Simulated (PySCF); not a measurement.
**Do core-level shifts follow atomic charges?**

C4H3FO.
Numbering: `[O:1]=[C:2]1[CH:3]=[C:4]([F:5])[CH2:6]1`

Binding energies: delta-SCF UKS SCAN, pcX-2 on the ionised atom, pcseg-1 elsewhere, spin-free X2C (PySCF). Charges: PBE0/pcSseg-1 ground-state density, for the ionised atom.

```
atom                    environment  C 1s (eV)  Mulliken (e)  IAO (e)  Hirshfeld (e)  ESP (e)
  C3               alkene CH carbon     291.19        -0.155   -0.279         -0.080   -0.602
  C6  sp3 carbon next to a carbonyl     291.68        -0.206   -0.353         -0.086   -0.574
  C2         ketone carbonyl carbon     293.77        +0.238   +0.395         +0.155   +0.709
  C4             vinylic C–F carbon     294.06        +0.255   +0.347         +0.129   +0.501
```

Give the correlation coefficient and slope of binding energy on charge for each scheme.

Hirshfeld: r = 0.97, slope 10.8 eV per e; Mulliken: r = 0.97, slope 5.7 eV per e; ESP: r = 0.97, slope 2.0 eV per e; IAO: r = 0.97, slope 3.5 eV per e. On 4 points no scheme stands out.

The point-charge model writes a binding energy as kq + V + constant, with V the potential of the other atoms' charges at the site. What does it give with the IAO charges?

V = Σ 14.40 eV Å × q/r over all other atoms: +5.60 eV at C3, +6.73 eV at C6, -6.01 eV at C2, -4.45 eV at C4. Fitting binding energy − V to q gives k = 20.1 eV per e and leaves an rms residual of 0.32 eV, against 0.31 eV for the fit on q alone. The model has no term for differences in relaxation between sites.

The unrestricted hole states depart most from a pure doublet (⟨S²⟩ = 0.75; over 0.85 named) for C 1s of C4 (0.87), which makes this value less certain. Geometry: GFN2-xTB; no solvent, vibrations or thermal averaging.
